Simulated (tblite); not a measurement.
CH8Si2.
SMILES: `C[SiH2][SiH3]`

Structure optimised with GFN2-xTB, isolated species.

Masses are those of the commonest isotopes; rigid-rotor values at the optimised geometry. 

Task: Give the principal moments of inertia and the rotational constants in cm⁻¹.

Result: Ia = 38.27, Ib = 156.33, Ic = 180.43 u·Å²; 505379 MHz·u·Å²/I gives 13205, 3233 and 2801 MHz, that is A = 0.44048, B = 0.10783, C = 0.09343 cm⁻¹.

Task: What kind of rotor is it?

Result: A near-prolate asymmetric top; Ray's κ = -0.917.

Task: Is it planar, by Δ = Ic − Ia − Ib?

Result: Not planar: Δ = Ic − Ia − Ib = -14.17 u·Å². For a rigid frame Δ = −2 Σ m c², so Σ m c² = 7.09 u·Å² lies off the ab plane, practically all of it from hydrogen. The atom farthest from that plane is 1.17 Å away.

Task: Estimate the classical rotational partition function at 10 K, 50 K and 500 K.

Result: Point group Cs, symmetry number σ = 1; q = (√π/σ)·√((kT/h)³/(ABC)), k/h = 20836.6 MHz/K: 488 at 10 K, 5450 at 50 K, 172000 at 500 K.

Its GFN2-xTB frequencies are all real (lowest 18 cm⁻¹). Zero-point vibration and centrifugal distortion are left out.

The numbers are calculated, not measured.
